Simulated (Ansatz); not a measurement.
## Molecular dynamics, step by step

CH6AlB (SMILES C[BH][AlH2]), singlet, PBE0-D4/def2-SVP (Ansatz 0.2.0). Settings (timestep in fs, temperature in K; T counts 21 degrees of freedom):

```yaml
hamiltonian: {xc: pbe0, dispersion: d4}
md: {n_steps: 80, timestep: 0.5, temperature: 200, ensemble: nve, seed: 708, initial_velocities: maxwell_boltzmann}
```

Start (the SMILES describes the start alone):

| atom | x (Å) | y (Å) | z (Å) |
| --- | --- | --- | --- |
| C1 | -0.7419 | 0.7035 | -0.7956 |
| B2 | 0.7432 | 0.4482 | -0.3271 |
| Al3 | 0.7001 | -1.0407 | 1.1362 |
| H4 | -1.1523 | -0.2283 | -1.1969 |
| H5 | -0.9004 | 1.4846 | -1.5356 |
| H6 | -1.3781 | 0.9190 | 0.0686 |
| H7 | 1.6043 | 1.0735 | -0.8367 |
| H8 | -0.7074 | -1.6329 | 1.5105 |
| H9 | 1.8323 | -1.7269 | 1.9765 |

```json
{"step": "0", "time (fs)": "0.00", "potential energy less the start (meV)": "0.0", "kinetic energy (meV)": "181.0", "T (K)": "200"}
{"step": "5", "time (fs)": "2.50", "potential energy less the start (meV)": "54.7", "kinetic energy (meV)": "126.4", "T (K)": "140"}
{"step": "10", "time (fs)": "5.00", "potential energy less the start (meV)": "120.4", "kinetic energy (meV)": "61.3", "T (K)": "68"}
{"step": "15", "time (fs)": "7.50", "potential energy less the start (meV)": "53.1", "kinetic energy (meV)": "127.8", "T (K)": "141"}
{"step": "20", "time (fs)": "10.00", "potential energy less the start (meV)": "42.9", "kinetic energy (meV)": "138.6", "T (K)": "153"}
{"step": "25", "time (fs)": "12.50", "potential energy less the start (meV)": "-21.8", "kinetic energy (meV)": "202.6", "T (K)": "224"}
{"step": "30", "time (fs)": "15.00", "potential energy less the start (meV)": "7.7", "kinetic energy (meV)": "173.6", "T (K)": "192"}
{"step": "35", "time (fs)": "17.50", "potential energy less the start (meV)": "37.8", "kinetic energy (meV)": "143.5", "T (K)": "159"}
{"step": "40", "time (fs)": "20.00", "potential energy less the start (meV)": "31.0", "kinetic energy (meV)": "150.2", "T (K)": "166"}
{"step": "45", "time (fs)": "22.50", "potential energy less the start (meV)": "18.3", "kinetic energy (meV)": "162.8", "T (K)": "180"}
{"step": "50", "time (fs)": "25.00", "potential energy less the start (meV)": "9.8", "kinetic energy (meV)": "171.5", "T (K)": "189"}
{"step": "55", "time (fs)": "27.50", "potential energy less the start (meV)": "-11.0", "kinetic energy (meV)": "192.1", "T (K)": "212"}
{"step": "60", "time (fs)": "30.00", "potential energy less the start (meV)": "13.5", "kinetic energy (meV)": "167.9", "T (K)": "186"}
{"step": "65", "time (fs)": "32.50", "potential energy less the start (meV)": "-10.3", "kinetic energy (meV)": "191.7", "T (K)": "212"}
{"step": "70", "time (fs)": "35.00", "potential energy less the start (meV)": "-49.3", "kinetic energy (meV)": "230.2", "T (K)": "254"}
{"step": "75", "time (fs)": "37.50", "potential energy less the start (meV)": "-25.8", "kinetic energy (meV)": "207.4", "T (K)": "229"}
{"step": "80", "time (fs)": "40.00", "potential energy less the start (meV)": "-77.0", "kinetic energy (meV)": "257.7", "T (K)": "285"}
```

Step 20, positions (Å) and forces (eV/Å):

```
atom       x       y       z      Fx      Fy      Fz
  C1  -0.753   0.702  -0.788   1.467   0.318   0.505
  B2   0.763   0.451  -0.359  -1.812  -0.283   0.256
 Al3   0.695  -1.035   1.144   0.464  -1.049   0.783
  H4  -1.078  -0.212  -1.277  -0.331  -0.566  -0.399
  H5  -0.906   1.557  -1.427  -0.239   0.497  -0.588
  H6  -1.387   0.788   0.095  -0.372  -0.036   0.344
  H7   1.618   1.057  -0.871   0.933   0.494  -0.469
  H8  -0.752  -1.682   1.499   0.134   0.251  -0.142
  H9   1.871  -1.788   2.011  -0.245   0.375  -0.291
```

Step 50, positions (Å) and forces (eV/Å):

| atom | x | y | z | Fx | Fy | Fz |
| --- | --- | --- | --- | --- | --- | --- |
| C1 | -0.742 | 0.748 | -0.795 | -0.959 | 0.211 | -0.374 |
| B2 | 0.724 | 0.466 | -0.405 | -0.626 | -0.825 | 0.962 |
| Al3 | 0.707 | -1.066 | 1.179 | -0.209 | 0.177 | -0.341 |
| H4 | -0.922 | -0.160 | -1.458 | 0.048 | 0.523 | 0.339 |
| H5 | -1.056 | 1.656 | -1.376 | 0.417 | -0.537 | 0.247 |
| H6 | -1.454 | 0.598 | 0.051 | 0.162 | 0.009 | -0.413 |
| H7 | 1.644 | 0.944 | -0.946 | 0.793 | 0.475 | -0.579 |
| H8 | -0.855 | -1.567 | 1.408 | 0.655 | -0.005 | 0.134 |
| H9 | 1.975 | -1.632 | 1.997 | -0.281 | -0.028 | 0.026 |

Step 65, positions (Å) and forces (eV/Å):

```tsv
atom	x	y	z	Fx	Fy	Fz
C1	-0.777	0.782	-0.819	1.646	0.099	1.009
B2	0.720	0.439	-0.386	-0.406	0.478	-0.614
Al3	0.715	-1.075	1.186	0.822	0.502	-0.256
H4	-0.778	-0.063	-1.516	-0.375	-0.530	-0.647
H5	-1.008	1.706	-1.339	0.018	0.339	-0.376
H6	-1.498	0.568	-0.040	-0.607	-0.167	0.223
H7	1.629	0.939	-1.082	-0.421	-0.371	0.514
H8	-0.726	-1.579	1.485	-0.534	-0.354	0.203
H9	1.954	-1.597	2.066	-0.143	0.005	-0.056
```

Last step (80):

| atom | x (Å) | y (Å) | z (Å) |
| --- | --- | --- | --- |
| C1 | -0.7686 | 0.8101 | -0.8159 |
| B2 | 0.6847 | 0.4215 | -0.3811 |
| Al3 | 0.7316 | -1.0764 | 1.1876 |
| H4 | -0.7837 | 0.0318 | -1.6563 |
| H5 | -0.9128 | 1.7443 | -1.3682 |
| H6 | -1.6443 | 0.5247 | -0.2028 |
| H7 | 1.5738 | 0.8486 | -1.1032 |
| H8 | -0.7224 | -1.7183 | 1.6314 |
| H9 | 1.8923 | -1.5704 | 2.1307 |

Hardware: 2 CPU threads of an Arm Neoverse V2, shared host. Wall time about 74 s.
